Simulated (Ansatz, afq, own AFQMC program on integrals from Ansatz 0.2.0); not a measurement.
## ZrHCl₂, sextet → ZrHCl2, quartet

```yaml
atoms:
  - { symbol: Zr, position_ang: [0.0000, 0.0000, 0.9366] }
  - { symbol: Cl, position_ang: [0.0000, -1.2797, -1.2530] }
  - { symbol: Cl, position_ang: [0.0000, 1.2797, -1.2530] }
  - { symbol: H, position_ang: [0.0000, 0.0000, 3.3821] }
```

Connectivity, by distances: Cl–ZrH–Cl.

E(quartet, charge +0) − E(sextet, charge +0) at this geometry, on UHF and UHF determinants.

Basis def2-SVP with its core potentials. Only valence electrons are correlated. Integrals, coupled cluster, full CI and functionals: Ansatz 0.2.0; the random walks run on the same integrals in our own AFQMC program. The CISD trial takes its coefficients from CCSD amplitudes. Released means that phaseless walkers are propagated on without the constraint, phases kept. ± is one standard error of the sampling. No spin–orbit coupling. The metal's outer-core s and p shells are frozen, which shifts wave-function levels against functionals. The errors of all members are added in quadrature.

No full CI on the walks' own integrals is used here; CCSDT(Q) serves as the reference and is uncertain by about the last step of the cluster series. Each member takes its own surest rung, up to full CI.

Errors are counted within def2-SVP, not against nature.

Cautions: no spin-orbit coupling; outer-core shells of the metal frozen; ZrHCl₂ (sextet): another spin lies lower, its ph-AFQMC/CISD value lies 45 ± 5 meV above CCSDT(Q); ZrHCl₂ (quartet): lower spins were not checked, its ph-AFQMC/CISD value lies 52 ± 5 meV above CCSDT(Q).

Reference (CCSDT(Q)): -59.8 kcal/mol.

```csv
level,vertical spin gap (kcal/mol),error against CCSDT(Q) (kcal/mol)
HF,-46.7,13.1
MP2,-55.1,4.7
CCSD,-59.4,0.4
CCSD(T),-59.7,0.1
CCSDT,-59.8,0.0
ph-AFQMC/CISD,-59.6 ± 0.2,0.2 ± 0.2
released AFQMC,-59.7 ± 0.3,0.1 ± 0.3
```

Correlation beyond CCSD(T) takes off 0.1 kcal/mol. The perturbative (T) step is worth −0.3 kcal/mol.

A walk keeps the symmetry of its determinant, which the program's search chose and which needn't be the lowest solution, so a lower state of the same spin and another symmetry isn't excluded. Released energies are given only where the last usable release times agree within the noise; a slower fall can still hide under it.
